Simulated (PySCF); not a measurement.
Compound: C₅H₆.
Atom-mapped SMILES: `[CH3:1][CH:2]=[C:3]1[CH:4]=[CH:5]1` (hydrogens: H6, H7, H8 on C1; H9 on C2; H10 on C4; H11 on C5)

Cartesian coordinates in Å at the PBE0-D3(BJ)/def2-SVP level; atoms count from 1:
```
atom  x, y, z in Å
C1    -1.8186    0.2483   -0.5425
C2    -0.7056   -0.3479    0.2627
C3     0.5837   -0.0591    0.0916
C4     1.6594    0.6423   -0.5687
C5     1.9835   -0.1887    0.4054
H6    -1.4338    0.9575   -1.2912
H7    -2.3968   -0.5214   -1.0832
H8    -2.5402    0.7947    0.0898
H9    -0.9654   -1.0696    1.0439
H10    1.9935    1.3490   -1.3252
H11    2.7682   -0.6414    1.0081
```

Mayer bond orders were computed from the PBE0/pcSseg-1 density (PySCF). Isolated species at its PBE0-D3(BJ)/def2-SVP geometry, gas phase.

Problem. The orders 0.88, 1.06, 1.66, 1.84 belong to the bonds C1–C2, C2–C3, C3–C4, C4–C5, in another order. Match them.

Solution. C3–C4 0.88; C1–C2 1.06; C4–C5 1.66; C2–C3 1.84.

Problem. Set the orders of all bonds between heavy atoms beside their lengths and the difference of the Mulliken charges at their ends.

Solution. 
```csv
bond,Mayer order,length (Å),q(first) − q(second) (e)
C2–C3,1.837,1.332,-0.323
C4–C5,1.655,1.321,-0.016
C1–C2,1.056,1.497,+0.047
C5–C3,0.887,1.440,-0.128
C3–C4,0.875,1.444,+0.144
```

Mayer orders depend on the basis set.

The run behind these numbers computed NMR shieldings as well. Hardware: one thread, Arm Neoverse V1, no GPU (shared host). Cost: 6.8 s of wall time.
